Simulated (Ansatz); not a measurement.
# LiMgH (triplet): the correlation ladder at scale of all distances = 2.018, cc-pVTZ

Aim: climb from Hartree-Fock through coupled cluster for LiMgH (triplet) at one geometry and basis, and see what each rung misses.

Program: Ansatz 0.2.0, Gaussian basis. Level of theory: cc-pVTZ, core rule «outside noble gas», up to 6 orbitals frozen. These are calculated values, not measurements.

To be run: UHF; CCSD(T) on ROHF; CCSD(T) on UHF; BCCD(T) on ROHF; CCSDT(Q) on ROHF; CCSDT(Q) on UHF; Full CI.

28 further runs of the same task are left out: 16 for a known fault of the program, 10 that didn't finish, 2 set aside as unsound or not needed. Runs told in other sessions of the task aren't counted.

## 1. What is computed

The geometry derives from a PBE0/def2-TZVP stationary point (not a proven minimum). All distances are scaled together.

3 atoms, charge 0, spin multiplicity 3.

Atoms are counted from 1 here; the program's logs count them from 0.

No contacts short enough for the rule that draws bonds.

## 2. UHF

Contents of in.yaml:

```yaml
crystal:
  periodic: [false, false, false]
  atoms:
    - {symbol: Li, position_ang: [0.000000, -0.277066, 4.410614]}
    - {symbol: Mg, position_ang: [0.000000, -0.007066, -1.328971]}
    - {symbol: H, position_ang: [0.000000, 2.078351, 1.673286]}
basis:
  gaussian: {orbitals: cc-pVTZ}
magnetization: {spin_polarized: true, initial_magnetization: 2}
hamiltonian: {xc: hf}
output: {orbitals: {seedname: orbitals}}
```

Started as:

```sh
$ ansatz run in.yaml --threads 1 --pin off --events-out ev --progress --plain --max-ram 2393MiB
```

The runs that follow: CCSD(T) on ROHF; CCSD(T) on UHF; BCCD(T) on ROHF; CCSDT(Q) on ROHF; CCSDT(Q) on UHF; Full CI.

Q: Predict the results of all the runs planned. Wanted: FCI from the RHF energy; RMP2 from FCI; UMP2 from FCI; RCCSD from FCI; RCCSD(T) from FCI; UCCSD(T) from FCI; RCCSDT(Q) from FCI; UCCSDT(Q) from FCI; T1 diagnostic.

**Answer**, as computed:

```
                         quantity                                                                            value
          FCI from the ROHF energy                                                                       -0.9778 eV
                    RMP2 from FCI                                                                       +300.9 meV
                    UMP2 from FCI                                                                       +317.0 meV
                   RCCSD from FCI                                                                         +7.2 meV
                RCCSD(T) from FCI                                                                         +2.8 meV
                UCCSD(T) from FCI                                                                         +1.9 meV
               RCCSDT(Q) from FCI                                                                          0.0 meV
               UCCSDT(Q) from FCI                                                                         -0.6 meV
levels within 1 kcal/mol (43 meV)  RCCSD, UCCSD, RCCSD(T), UCCSD(T), BCCD(T), RCCSDT, UCCSDT, RCCSDT(Q), UCCSDT(Q)
                    T1 diagnostic                                                                            0.022
   effectively unpaired electrons                                                                             2.09
```

**Reading.** RCCSD(T) lands +2.8 meV from the yardstick (0.3 % of the correlation energy). One determinant dominates. These misses are within one basis, not against nature; the frozen cores of restricted and unrestricted runs differ, which can shift their rows.

Levels on UHF freeze UHF's core orbitals, full CI those of ROHF, so the U rows can settle a little off it for that reason alone.
